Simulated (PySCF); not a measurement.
Below is a simulated gas-phase C 1s photoelectron spectrum of `C=NN=C(C)C`.

Every computed line was given a Gaussian of 0.5 eV full width at half maximum and an area set by the number of equivalent atoms; the highest printed point is 100. Method used: delta-SCF UKS SCAN, pcX-2 on the ionised atom, pcseg-1 elsewhere, spin-free X2C (PySCF).

(binding energy (eV), intensity): (290.0, 0), (290.1, 1), (290.2, 4), (290.3, 11), (290.4, 25), (290.5, 47), (290.6, 73), (290.7, 93), (290.8, 100), (290.9, 91), (291.0, 73), (291.1, 57), (291.2, 48), (291.3, 41), (291.4, 33), (291.5, 22), (291.6, 13), (291.7, 6), (291.8, 2), (291.9, 1), (292.0, 0)

Q: Count the maxima, the lines and the sites behind this envelope.

A: The curve has 1 maximum (at 290.8 eV). Under it lie 4 lines from 4 inequivalent carbon sites. At this width some lines have no maximum of their own.

Q: Decompose the envelope and assign each component. Numbering: `[CH2:1]=[N:2][N:3]=[C:4]([CH3:5])[CH3:6]`.

A: 
```
position (eV)  relative area  line  atoms    environment
       290.67              1  C 1s     C6  methyl carbon
       290.81              1  C 1s     C5  methyl carbon
       290.84              1  C 1s     C1     C=N carbon
       291.30              1  C 1s     C4     C=N carbon
```

Q: What are the centre and the root-mean-square width of the whole band?

A: The area-weighted mean of the lines is 290.90 eV. Their own spread about it is 0.24 eV (rms) and each Gaussian has σ = 0.5/2.355 = 0.21 eV; the variances add, which gives 0.32 eV.

The listed C 1s values span 0.63 eV, from C6 (bonded to C and 3 H) to C4 (bonded to N (double bond) and 2 C). The values 290.81 and 290.84 eV lie too close for their order to be trusted.

Shake-up satellites, vibrational structure and lifetime widths aren't simulated. Geometry: GFN2-xTB, one conformer, isolated molecule.

Shape of the structure used: `[CH2:1]=[N:2][N:3]=[C:4]([CH3:5])[CH3:6]`: C1–N2–N3–C4 99°.
